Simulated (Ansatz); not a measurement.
# C₂H₅B (SMILES B=CC): single points off equilibrium

The task here is to estimate one member of a computed series from the others.

The runs use Ansatz 0.2.0, Gaussian basis; single points in def2-TZVPP.

Correlated methods freeze the cores.

**Starting geometry**

8 atoms, charge 0, spin multiplicity 1.

Atoms are counted from 1 here; the program's logs count them from 0.

Bond lengths: B1–C2 1.355 Å, B1–H4 1.171 Å, C2–C3 1.555 Å, C2–H5 1.231 Å, C3–H6 0.955 Å, C3–H7 1.064 Å, C3–H8 1.152 Å. Angles: C2–B1–H4 175.0°, B1–C2–C3 135.2°, B1–C2–H5 112.7°, C3–C2–H5 111.6°, C2–C3–H6 107.4°, C2–C3–H7 106.8°, C2–C3–H8 103.7°, H6–C3–H7 120.2°, H6–C3–H8 109.4°, H7–C3–H8 108.2°.

Geometry (Å):

```xyz
8
charge 0, multiplicity 1
B    -0.8581   -0.1118   -1.3666
C    -0.0439    0.3855   -0.4040
C     0.4691   -0.1184    0.9742
H    -1.4772   -0.5733   -2.2470
H     0.2503    1.5662   -0.5931
H     0.0807    0.4395    1.6446
H     1.5266   -0.2035    0.8965
H     0.0281   -1.1790    1.0576
```

The first run:

run/in.yaml reads:

```yaml
crystal:
  periodic: [false, false, false]
  atoms:
    - {symbol: B, position_ang: [-0.858100, -0.111800, -1.366600]}
    - {symbol: C, position_ang: [-0.043900, 0.385500, -0.404000]}
    - {symbol: C, position_ang: [0.469100, -0.118400, 0.974200]}
    - {symbol: H, position_ang: [-1.477200, -0.573300, -2.247000]}
    - {symbol: H, position_ang: [0.250300, 1.566200, -0.593100]}
    - {symbol: H, position_ang: [0.080700, 0.439500, 1.644600]}
    - {symbol: H, position_ang: [1.526600, -0.203500, 0.896500]}
    - {symbol: H, position_ang: [0.028100, -1.179000, 1.057600]}
basis:
  gaussian: {orbitals: def2-TZVPP}
correlation: {method: ccsd_t}
output: {forces: true}
```

The command line of these runs was not kept.

Steps of the session up to this table: CCSD(T)/def2-TZVPP; PBE0-D4/def2-TZVPP; wB97M-V/def2-TZVPP; r2SCAN-D4/def2-TZVPP; PBE-D4/def2-TZVPP; CAM-B3LYP-D4/def2-TZVPP; B97M-V/def2-TZVPP.

One table of the session follows, with a row left open; its other results are not shown here.

| method | RMS force component (eV/Å) | angle to CCSD(T) forces (°) | dipole (D) |
| --- | --- | --- | --- |
| CCSD(T) | 2.497 | reference | 0.14 |
| PBE0-D4 | 2.485 | 4.2 | 0.14 |
| wB97M-V | ? | ? | ? |
| r2SCAN-D4 | 2.445 | 3.6 | 0.16 |
| PBE-D4 | 2.452 | 4.0 | 0.18 |
| CAM-B3LYP-D4 | 2.450 | 5.8 | 0.16 |
| B97M-V | 2.438 | 4.2 | 0.18 |

Estimate the missing values for wB97M-V.

**Answer.** RMS force component (eV/Å): 2.442; angle to CCSD(T) forces (°): 4.5; dipole (D): 0.17. In the column «RMS force component (eV/Å)» it lies between B97M-V (2.438) and r2SCAN-D4 (2.445).
